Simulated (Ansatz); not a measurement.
A nudged elastic band was laid between two geometries of CH₇BSi (10 atoms, charge 0, multiplicity 1).

Theory: RKS PBE-D4/def2-mTZVP (Ansatz 0.2.0).

```
movable images  : 7
climbing image  : yes
spring          : 5.0 eV/Å²
optimiser       : quadratic models (default)
start path      : IDPP
force threshold : 0.03 eV/Å
iteration limit : 60
end points      : relaxed
```

First end point:

```xyz
10
Properties=species:S:1:pos:R:3
B -1.267 0.496 -1.268
Si 0.234 0.624 0.063
C 0.723 -0.982 0.939
H -1.654 -0.550 -1.719
H -1.785 1.496 -1.691
H -0.038 1.703 1.076
H 1.401 1.124 -0.760
H 0.970 -1.767 0.209
H 1.598 -0.837 1.589
H -0.099 -1.358 1.566
```

Last end point:

```xyz
10
Properties=species:S:1:pos:R:3
B -0.716 0.487 -1.649
Si 0.059 0.635 0.200
C 0.452 -0.995 1.080
H -0.620 -0.512 -2.313
H -1.249 1.434 -2.163
H -0.787 1.509 1.085
H 1.342 1.405 -0.027
H -0.464 -1.566 1.289
H 1.105 -1.628 0.461
H 0.962 -0.820 2.039
```

What changes between the two ends?

No bond is made or broken. The dihedral B1–Si2–C3–H9 goes from 176 to 54°. The two ends are copies of one structure, up to a mirror image or an exchange of like atoms.

What energy profile does the band end with?

The forces met the threshold. The highest image is number 4 of 0 to 8, 1.1 kcal/mol above the ends, which have the same energy within 2 meV. A vibrational analysis at the climbing image gives one clearly imaginary mode, 151i cm⁻¹: a first-order saddle point.

```csv
image,path coordinate (Å),energy (kcal/mol),dihedral B1–Si2–C3–H9 (°)
0,0.00,0.0,176
1,0.42,0.2,161
2,0.85,0.6,145
3,1.27,1.0,130
4,1.69,1.1,115
5,2.13,0.9,100
6,2.56,0.5,85
7,2.99,0.1,69
8,3.42,0.0,54
```

What is the geometry of the highest image?


```xyz
10
Properties=species:S:1:pos:R:3
B -0.868 0.487 -1.580
Si 0.098 0.632 0.177
C 0.539 -0.998 1.053
H -0.914 -0.534 -2.215
H -1.383 1.457 -2.069
H -0.642 1.548 1.114
H 1.361 1.380 -0.189
H 0.129 -1.865 0.515
H 1.627 -1.136 1.121
H 0.138 -1.022 2.076
```

What are the harmonic wavenumbers there?

151i, 96, 182, 313, 556, 604, 631, 691, 775, 846, 861, 883, 915, 1146, 1280, 1447, 1449, 2080, 2121, 2523, 2601, 2984, 3056, 3059 cm⁻¹.

The band took 6 iterations and of the order of 110 core-seconds.

Time of the run: 110 s on 1 thread of Arm Neoverse V1, on a shared host, peak memory 0.14 GiB.
